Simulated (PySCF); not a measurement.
# Aluminium: a sound run and one with changed settings

Sound run: Al [Ne] 3s2 3p1, Al⁺ [Ne] 3s2. All numbers are calculated (PySCF 2.14, scalar relativity by spin-free X2C-1e, in cc-pVDZ-DK (4s3p1d, 18 functions)). In the sound run the correlated levels freeze [Ne]. The sound run starts from symmetry-adapted Hartree-Fock orbitals and uses a fine grid where one is needed.

Changed run: all electrons correlated in a basis built for the valence shell.

```csv
species,method,sound run (hartree),changed run (hartree),converged
Al,MP2,-242.33898,-242.34333,yes
Al,CCSD(T),-242.35612,-242.36035,yes
Al⁺,MP2,-242.12858,-242.13300,yes
Al⁺,CCSD(T),-242.14201,-242.14636,yes
```

Ionisation energy of Al:

```json
{"method": "UHF", "sound run (eV)": "5.574", "changed run (eV)": "5.574"}
{"method": "MP2", "sound run (eV)": "5.725", "changed run (eV)": "5.723"}
{"method": "SCS-MP2", "sound run (eV)": "5.706", "changed run (eV)": "5.703"}
{"method": "CCSD", "sound run (eV)": "5.808", "changed run (eV)": "5.805"}
{"method": "CCSD(T)", "sound run (eV)": "5.826", "changed run (eV)": "5.823"}
```

A valence basis has no tight correlating functions, so it recovers only part of the core correlation, and not evenly between atom and ion.

For comparison, NIST gives 5.986 eV between the lowest levels.
